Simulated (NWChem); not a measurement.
# Correlation energy of FLi

```xyz
2

Li     0.0000     0.0000    -1.1467
F      0.0000     0.0000     0.3822
```
Charge 0, spin multiplicity 1.

All runs are NWChem calculations. The geometry was optimised at B3LYP/def2-SVP, a minimum by its harmonic frequencies.

Basis set: cc-pVTZ. Each correlation energy counts from its own Hartree-Fock reference.

```csv
method,correlation energy (mHa),difference from CCSD(T)
MP2,-291.0,+7.1
SCS-MP2,-284.9,+13.2
CR-CCSD[T],-297.7,+0.4
CR-CCSD(T),-297.1,+1.0
CCSD,-290.4,+7.7
CCSD+T(CCSD),-298.8,-0.8
CCSD(T),-298.1,0.0
```

The values span 13.9 mHa, from CCSD+T(CCSD) (lowest) to SCS-MP2 (highest). 

The correlated methods keep 1 core orbital frozen. The structure started from a generated list of species. Differences from the coupled-cluster row are differences between methods, not errors against experiment.
